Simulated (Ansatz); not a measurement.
A nudged elastic band was laid between two geometries of C2H5FN (9 atoms, charge 1, multiplicity 1).

Theory: Ansatz, RKS BHLYP-D4/def2-SVP.

| Quantity | Value |
| --- | --- |
| movable images | 7 |
| climbing image | yes |
| spring | 5.0 eV/Å² |
| optimiser | quadratic models (default) |
| start path | through a guess of the saddle point |
| force threshold | 0.05 eV/Å |
| iteration limit | 60 |
| end points | relaxed |

Initial state:

```xyz
9
Properties=species:S:1:pos:R:3
N -0.417 0.490 -1.140
C 0.199 0.557 -0.031
C 0.235 -0.605 0.881
F -0.453 -1.622 0.330
H -0.460 1.269 -1.788
H -0.890 -0.374 -1.399
H 0.705 1.483 0.243
H -0.201 -0.311 1.846
H 1.282 -0.886 1.057
```

Final state:

```xyz
9
Properties=species:S:1:pos:R:3
N -0.417 0.490 -1.140
C 0.199 0.557 -0.031
C 0.235 -0.605 0.881
F -0.453 -1.621 0.329
H -0.890 -0.375 -1.398
H -0.460 1.269 -1.788
H 0.705 1.483 0.244
H -0.200 -0.311 1.846
H 1.282 -0.885 1.057
```

Question: What changes between the two ends?

Answer: No bond is made or broken. The dihedral H6–N1–C2–C3 goes from 0 to -180°. The two ends are copies of one structure, up to a mirror image or an exchange of like atoms.

Question: Give the energies along the band, and the barrier.

Answer: The forces met the threshold. The highest image is number 4 of 0 to 8, 2.72 eV above the ends, which have the same energy within 2 meV. A vibrational analysis at the climbing image gives one clearly imaginary mode, 1188i cm⁻¹: a first-order saddle point. Limits of this set-up: the dipole of an ion depends on the origin.

```tsv
image	path coordinate (Å)	energy (eV)	dihedral H6–N1–C2–C3 (°)
0	0.00	0.00	0
1	0.48	0.22	16
2	0.95	0.95	30
3	1.43	2.07	39
4	1.91	2.72	54
5	2.39	2.07	87
6	2.86	0.95	123
7	3.34	0.22	155
8	3.82	0.00	-180
```

Question: What is the geometry of the highest image?

Answer: 
```xyz
9
Properties=species:S:1:pos:R:3
N -0.446 0.762 -1.186
C 0.127 0.640 0.033
C 0.268 -0.599 0.762
F -0.222 -1.645 0.105
H 0.018 0.113 -1.838
H -1.390 0.351 -1.154
H 0.516 1.545 0.519
H -0.216 -0.450 1.750
H 1.344 -0.715 1.009
```

Question: What are the harmonic wavenumbers there?

Answer: 1188i, 202, 245, 534, 709, 814, 858, 971, 1205, 1231, 1303, 1313, 1349, 1456, 1505, 1573, 3022, 3045, 3201, 3433, 3458 cm⁻¹.

Run time: 5.4 min on 1 thread of Arm Neoverse N1 (shared host), peak memory 0.15 GiB.
